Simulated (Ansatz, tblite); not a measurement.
**B(H2S)H3 (BH₅S): one state, many levels**

An exercise on one series of results from a longer session: the logs are not shown, and one member is left open.

Method: as each input shows; program: Ansatz 0.2.0, Gaussian basis.

Levels to be run: GFN1-xTB, GFN2-xTB, PBE-D4/def2-TZVP, r2SCAN-D4/def2-TZVP, B3LYP-D4/def2-TZVP, B2PLYP/def2-TZVP, r2SCANh-D4/def2-TZVP, LC-ωPBE/def2-TZVP, HSE06-D4/def2-TZVP, revPBE-D4/def2-TZVP, ωB97M-V/def2-TZVP, PBE-D4/def2-SVP, PBE0-D4/def2-SVP, HF/6-31G, B3LYP-D4/6-31G, PBE0-D4/def2-TZVPD, PBE-D4/def2-TZVPD, r2SCAN-D4/def2-TZVPD, CCSD(T)/def2-TZVPP, MP2/def2-TZVP, RPA/def2-TZVP, CCSD(T)/def2-TZVPD.

**The structure**

The singlet was relaxed beforehand with B3LYP-D4/def2-TZVP.

7 atoms, charge 0, spin multiplicity 1.

Bond lengths: B1–S2 2.030 Å, B1–H5 1.202 Å, B1–H6 1.198 Å, B1–H7 1.202 Å, S2–H3 1.346 Å, S2–H4 1.346 Å. Angles: S2–B1–H5 99.8°, S2–B1–H6 105.8°, S2–B1–H7 99.8°, H5–B1–H6 116.5°, H5–B1–H7 114.5°, H6–B1–H7 116.5°, B1–S2–H3 103.3°, B1–S2–H4 103.3°, H3–S2–H4 92.7°.

PBE0-D4/def2-TZVP was run before; its log isn't repeated, and its numbers join the tables.

The first run:

Tight binding, by tblite at 300 K electronic temperature and without a spin-polarisation term:

```python
tblite.interface.Calculator('GFN1-xTB', numbers, positions, charge=0, uhf=0).singlepoint()
```

Tight binding, by tblite at 300 K electronic temperature and without a spin-polarisation term:

```python
tblite.interface.Calculator('GFN2-xTB', numbers, positions, charge=0, uhf=0).singlepoint()
```

start.molden holds the orbitals of an earlier run on this state, given as this run's starting guess.

The input, in.yaml:

```yaml
crystal:
  periodic: [false, false, false]
  atoms:
    - {symbol: B, position_ang: [0.119021, -0.202611, -0.854147]}
    - {symbol: S, position_ang: [0.122074, -0.211447, 1.175975]}
    - {symbol: H, position_ang: [0.522712, 1.034960, 1.490512]}
    - {symbol: H, position_ang: [-1.160478, 0.053572, 1.488700]}
    - {symbol: H, position_ang: [1.303036, -0.224909, -1.061677]}
    - {symbol: H, position_ang: [-0.462113, 0.794370, -1.175936]}
    - {symbol: H, position_ang: [-0.444262, -1.243945, -1.063428]}
basis:
  gaussian: {orbitals: def2-TZVP, initial_orbitals: start.molden}
hamiltonian: {xc: pbe, dispersion: d4}
scf: {omitted_lower_state_checks: [starts]}
output: {orbitals: {seedname: orbitals}}
```

The run is started by

```bash
> ansatz run in.yaml --threads 4 --pin off --events-out ev --progress --plain --max-ram 3916MiB
```

Among the steps run: PBE-D4/def2-TZVP; r2SCAN-D4/def2-TZVP; B3LYP-D4/def2-TZVP; B2PLYP/def2-TZVP; r2SCANh-D4/def2-TZVP; LC-ωPBE/def2-TZVP; HSE06-D4/def2-TZVP; revPBE-D4/def2-TZVP; ωB97M-V/def2-TZVP; PBE-D4/def2-SVP; PBE0-D4/def2-SVP; HF/6-31G; B3LYP-D4/6-31G; PBE0-D4/def2-TZVPD; PBE-D4/def2-TZVPD; r2SCAN-D4/def2-TZVPD; CCSD(T)/def2-TZVPP; MP2/def2-TZVP; RPA/def2-TZVP; CCSD(T)/def2-TZVPD.

One of the session's tables, all rows but one given; the rest of the session is left out.

| level | HOMO (eV) | gap (eV) |
| --- | --- | --- |
| HF/6-31G | -11.74 | 15.50 |
| PBE-D4/def2-SVP | -6.87 | 5.90 |
| PBE-D4/def2-TZVP | -7.06 | 5.70 |
| PBE-D4/def2-TZVPD | -7.08 | 5.66 |
| revPBE-D4/def2-TZVP | -7.04 | 5.72 |
| r2SCAN-D4/def2-TZVP | -7.37 | 6.32 |
| r2SCAN-D4/def2-TZVPD | -7.38 | 6.30 |
| r2SCANh-D4/def2-TZVP | -7.87 | 7.19 |
| B3LYP-D4/6-31G | -8.03 | 7.89 |
| B3LYP-D4/def2-TZVP | ? | ? |
| PBE0-D4/def2-SVP | -8.29 | 8.33 |
| PBE0-D4/def2-TZVP | -8.41 | 8.07 |
| PBE0-D4/def2-TZVPD | -8.42 | 7.82 |
| HSE06-D4/def2-TZVP | -8.00 | 7.28 |
| LC-ωPBE/def2-TZVP | -11.24 | 13.26 |
| ωB97M-V/def2-TZVP | -10.72 | 12.34 |

Q: Estimate the row for B3LYP-D4/def2-TZVP from the others.

**Answer.** HOMO (eV): -8.23; gap (eV): 7.60. In the column «HOMO (eV)» it lies between PBE0-D4/def2-SVP (-8.29) and B3LYP-D4/6-31G (-8.03).
